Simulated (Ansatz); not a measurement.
**BH3O (charge -1): single point in a Gaussian basis from a Python script**

Wanted for BH3O (charge -1): a single point in a Gaussian basis. SMILES: [BH2-]O.

Computed with the Python package of Ansatz 0.2.0. Level of theory: CCSD(T)/def2-SVPD.

**1. The structure**

Bond lengths: B1–O2 1.470 Å, B1–H3 1.191 Å, B1–H4 1.191 Å, O2–H5 0.990 Å. Angles: B1–O2–H5 104.5°, O2–B1–H3 109.5°, O2–B1–H4 109.5°, H3–B1–H4 109.5°.

The script holds or builds the structure itself.

**2. The script**

File bh3o.py:

```python
import ansatz as az
import numpy as np

BASIS = 'def2-SVPD'
LEVEL = 'ccsd_t'
CHARGE = -1

bh3o = (
    az.Crystal.molecule()
    .atom('B', (-0.3836, 0.1954, 0.2118))
    .atom('O', (0.849, -0.3524, -0.3714))
    .atom('H', (-1.0636, -0.6965, 0.6132))
    .atom('H', (-0.9796, 0.8053, -0.6198))
    .atom('H', (1.5778, 0.0482, 0.1662))
)

setup = (
    bh3o.calculation()
    .basis(gaussian=BASIS)
    .correlation(LEVEL)
    .charge(CHARGE)
    .spin('collinear', total=1)
    .forces()
)
result = setup.run(threads=1, backend='cpu')
r = result.report

print('reference energy %16.6f eV' % r['reference_energy_ev'])
print('total energy     %16.6f eV' % r['free_energy_ev'])
print('occupied orbitals outside the frozen core (up, down):', r['n_occupied'], ' frozen:', r['n_frozen'], ' virtual:', r['n_virtual'])

print('correlation energy', round(r['free_energy_ev'] - r['reference_energy_ev'], 5), 'eV')
cluster = r['correlation'].get('coupled_cluster')
if cluster:
    print('cycles', cluster['cycles'], ' T1 diagnostic', round(cluster['t1_diagnostic'], 4), ' largest double', round(cluster['largest_double'], 4))

symbols = [site.symbol for site in bh3o.cartesian_sites]
print('forces (eV/A)')
for symbol, f in zip(symbols, r['forces_ev_ang']):
    print(f'  {symbol:2s} {f[0]:9.4f} {f[1]:9.4f} {f[2]:9.4f}')

charges = r['charge_distribution']
print('dipole moment', round(4.803205 * float(np.linalg.norm(charges['dipole_moment_e_ang'])), 3), 'D')
print('Mulliken:', [(s, round(q, 3)) for s, q in zip(symbols, charges['mulliken_charges_e'])])
```

**3. Launch**

Launch:

```console
$ python bh3o.py
```

Standard output:

```text
reference energy     -2753.042529 eV
total energy         -2762.270058 eV
occupied orbitals outside the frozen core (up, down): [7, 6]  frozen: 2  virtual: [58, 59]
correlation energy -9.22753 eV
cycles 13  T1 diagnostic 0.0166  largest double 0.0176
forces (eV/A)
  B     0.0022   -0.3092   -0.3731
  O     2.3463    0.5762    0.8614
  H    -0.7906   -0.6588    0.9348
  H    -0.6936    1.0959   -0.5067
  H    -0.8644   -0.7041   -0.9165
dipole moment 3.337 D
Mulliken: [('B', -0.694), ('O', -0.667), ('H', 0.083), ('H', 0.083), ('H', 0.195)]
```

Wall time 21 s (1 thread of Arm Neoverse V1, shared host); peak memory 0.49 GiB.

Lines on the test bed's own set-up are left out of the output.

**4. What the engine kept of the run**

The report of the run holds:

| item | value |
| --- | --- |
| SCF cycles in all | 80 |
| orbitals (without the frozen core) | 65 |
| total energy (eV) | -2762.27006 |

**5. Again, from the shell**

The engine's input of that run, saved to a file, gives the whole log.

File input.yaml:

```yaml
crystal:
  periodic: [false, false, false]
  atoms:
    - { symbol: B, position_ang: [-0.3836, 0.1954, 0.2118] }
    - { symbol: O, position_ang: [0.849, -0.3524, -0.3714] }
    - { symbol: H, position_ang: [-1.0636, -0.6965, 0.6132] }
    - { symbol: H, position_ang: [-0.9796, 0.8053, -0.6198] }
    - { symbol: H, position_ang: [1.5778, 0.0482, 0.1662] }
basis:
  gaussian: { orbitals: def2-SVPD }
magnetization:
  spin_polarized: true
  initial_magnetization: 1.0
total_charge: -1.0
correlation:
  method: ccsd_t
output:
  forces: true
```

Launch:

```console
$ ansatz run input.yaml --threads 1 --pin off --max-ram 4096MiB --backend cpu --events-out ev --progress --plain --runs-dir out
```

Standard output (excerpt; [...] marks lines left out):

```text
Warning: RAYON_NUM_THREADS=1 ignored (pool sized by the plan → 1); use --threads N
[...]
Functional definition: HF
[...]
657 factors; integrals over basis functions are off by at most 9.2e-4 eV
[...]
mean field -2753.04252924 eV, -101.1724468704 hartree, gradient 2.6e-6 eV, S^2 0.754076; 2 other end points of the search recorded, 0 dependent functions left out
determinant -2753.04252924 eV, -101.1724468704 hartree, with singles and doubles -2762.02574005 eV, -101.5025737785 hartree
determinant -2751.00797183 eV, -101.0976782646 hartree, with singles and doubles -2760.01199552 eV, -101.4285700320 hartree
determinant -2750.10947772 eV, -101.0646592149 hartree, with singles and doubles -2759.10334452 eV, -101.3951777235 hartree
2 core orbitals not correlated: weight in the atoms' cores, before any rotation towards them, 1.000 or more for the frozen orbitals, at most 0.000 for the correlated occupied ones
reference -2753.04252924 eV, -101.1724468704 hartree; 7, 6 occupied and 58, 59 virtual orbitals, 657 factors
second order -8.40714511 eV of doubles, -0.00000000 eV of singles
cycle   1  -8.95335609 eV  change   -2.5e-1 eV  update   2.7e-2
[...]
cycle  13  -8.97729289 eV  change   -7.3e-7 eV  update   9.8e-7
[...]
perturbative correction -0.25023567 eV, -0.0091959913 hartree
[...]
Total energy: -2762.27005781 eV, -101.5115522906 hartree
Atom 0 at    -0.383600     0.195400     0.211800 Å, force     0.002242    -0.309226    -0.373051 eV/Å
Atom 1 at     0.849000    -0.352400    -0.371400 Å, force     2.346339     0.576198     0.861442 eV/Å
Atom 2 at    -1.063600    -0.696500     0.613200 Å, force    -0.790571    -0.658783     0.934779 eV/Å
Atom 3 at    -0.979600     0.805300    -0.619800 Å, force    -0.693632     1.095925    -0.506671 eV/Å
Atom 4 at     1.577800     0.048200     0.166200 Å, force    -0.864379    -0.704113    -0.916499 eV/Å
Dipole moment:     0.617883    -0.221527    -0.227780 e Å
```

Wall time 21 s (1 thread of Arm Neoverse V1, shared host); peak memory 0.41 GiB.

Script and command line differ by 0.000 meV in the energy.

**6. Outcome**

| quantity | value |
| --- | --- |
| total energy | -2762.2701 eV |
| largest force | 2.565 eV/Å |
| <S²> of the mean field (pure state) | 0.754 (0.75) |
| T1 diagnostic | 0.0166 |

A T1 diagnostic under about 0.02 supports a single-reference treatment, as here. Forces reach 2.57 eV/Å, so the atoms aren't at rest. Notes:
- The geometry is a force-field or estimated start, not a minimum of this method, and the basis set is short of its limit.
- The species is open-shell (spin multiplicity 2).
- An ion's dipole depends on the origin; the program takes it about the centre of nuclear charge.
- Inner cores stay frozen, so this is valence correlation.
- Mulliken charges are unreliable in a basis with diffuse functions. The dipole of an ion depends on the origin.
